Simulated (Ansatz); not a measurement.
A run of Ansatz (development build ahead of 0.2.0) on singlet HClO at this shape:

```xyz
3

O     0.0000    0.9058   -0.7725
H     0.0000    1.7222   -0.1184
Cl    0.0000   -0.5276    0.3705
```

Its results:

```
Converged                       : yes
Reference energy                : -534.85615 hartree
Correlation energy              : -0.33826 hartree
Total energy                    : -535.19441 hartree
Spin squared of the determinant : 0.000
```

Which input gives this output? Name the method, the orbitals and the basis set, and write the input.

RHF-MP2 in cc-pVDZ. An unrestricted run that stays on the closed shell gives the same numbers.

```yaml
crystal:
  periodic: [false, false, false]
  atoms:
    - { symbol: O, position_ang: [0.0, 0.90579, -0.77246] }
    - { symbol: H, position_ang: [0.0, 1.72224, -0.11845] }
    - { symbol: Cl, position_ang: [0.0, -0.52756, 0.37048] }
basis:
  gaussian: { orbitals: cc-pVDZ }
hamiltonian:
  xc: hf
correlation:
  method: mp2
  frozen_orbitals: { Cl: 5, H: 0, O: 1 }
```
